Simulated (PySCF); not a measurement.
Molecule: SMILES [BH3-][NH3+], BH$_{6}$N.

Geometry (Å), atoms numbered from 1 in this order:
```xyz
8

B    -0.8266    0.0395    0.0526
N     0.8261   -0.0374   -0.0591
H    -1.2337   -0.2481   -1.0285
H    -1.1275   -0.7502    0.8914
H    -1.0725    1.1630    0.3601
H     1.2210    0.2037    0.8416
H     1.1330    0.6197   -0.7660
H     1.0894   -0.9808   -0.3167
```

Frames of a GFN2-xTB Langevin trajectory at 300 K; GIAO PBE0/pcSseg-1 shieldings in PySCF, gas phase, non-relativistic; equivalent atoms averaged within each frame.

Scale: 11B (σref 100.07) against BF3·OEt2; 15N (σref 267.73) vs NH3; TMS for 1H (σref 31.72) (reference shieldings calculated alike). The references are static minima.

Q: How do the shifts (ppm) fluctuate along the trajectory?

A: 
```
         time (fs)     B1    N2  H6/H7/H8  H3/H4/H5
optimised geometry  -25.5  37.2      2.71      2.12
               250  -17.2  43.1      3.38      2.78
               425  -24.6  25.9      2.39      2.36
               625  -18.7  28.3      2.38      2.75
               800  -22.7  32.5      2.23      2.51
              1000  -21.9  42.9      3.44      2.88
    mean of frames  -21.0  34.5      2.76      2.66
standard deviation    3.0   8.1      0.59      0.21
```

5 frames give an uncertainty of the mean of about the standard deviation over 2.2 at best, since frames this close in time may not be independent; classical motion lacks zero-point vibration, and the reference would need the same averaging.
